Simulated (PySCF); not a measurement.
# Fluorine: a sound run and one with changed settings

Sound run: F [He] 2s2 2p5, F⁺ [He] 2s2 2p4. Computed with PySCF 2.14 in jorge-DZP-DKH (4s2p1d, 15 functions), with the spin-free X2C one-electron Hamiltonian (Gaussian nucleus). The sound run starts from symmetry-adapted Hartree-Fock orbitals and uses a fine grid where one is needed.

A second run was set up differently.

```
species  method  sound run (hartree)  changed run (hartree)  converged
      F     UHF            -99.48387              -99.48387        yes
      F     LDA            -99.17253              -99.22061        yes
      F  M06-2X            -99.80966              -99.80918        yes
     F⁺     UHF            -98.90751              -98.90751        yes
     F⁺     LDA            -98.51725              -98.57212        yes
     F⁺  M06-2X            -99.16654              -99.15917        yes
```

Ionisation energy of F:

```tsv
method	sound run (eV)	changed run (eV)
UHF	15.684	15.684
LDA	17.831	17.646
M06-2X	17.500	17.688
```

Task: What was changed?
A. too few SCF iterations
B. basis contracted for another Hamiltonian
C. all electrons correlated in a valence basis
D. angular grid far too coarse

Result: D. It used 6 angular points. A coarse angular grid integrates products of high-l functions wrongly, so density functionals can shift, and the SCF can exploit the error; Hartree-Fock and MP2 need no grid.
